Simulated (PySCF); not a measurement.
## HSiO + H₂O → SiH₃ + O₂

Level: PBE0 in the def2-TZVP basis family, all electrons, no relativity, computed in PySCF with density fitting; open shells unrestricted.

```tsv
species	state and structure	ZPE (kJ/mol)	H(298 K) − H(0) (kJ/mol)	S° (J/(mol K))
HSiO	doublet, Cs, Si–H 1.528 Å, Si–O 1.523 Å; H–Si–O 118.8°	22.5	10.3	241.7
H₂O	singlet, C2v, O–H 0.960 Å (×2); H–O–H 105.1°	56.5	9.9	188.7
SiH₃	doublet, C3v, Si–H 1.486 Å (×3); H–Si–H 111.2° (×3)	55.6	10.4	217.1
O₂	triplet, D∞h, O–O 1.193 Å	10.3	8.7	204.9
```

Task: Is the gas-phase reaction uphill or downhill in electronic energy at this level, and by how much?

Result: At PBE0/def2-TZVP, ΔE = 359.1 kJ/mol, uphill. 

Task: Add zero-point, thermal and entropy terms for 298.15 K and 1 bar.

Result: ΔZPE = -13.1 and Δ[H(298) − H(0)] = -1.1 kJ/mol give ΔH° = 344.9 kJ/mol. ΔS° = -8.4 J/(mol K), so ΔG° = 344.9 − 298.15 × (-0.0084) = 347 kJ/mol.

Each species is the lowest minimum found with this bonding; other isomers or fragments can lie lower.
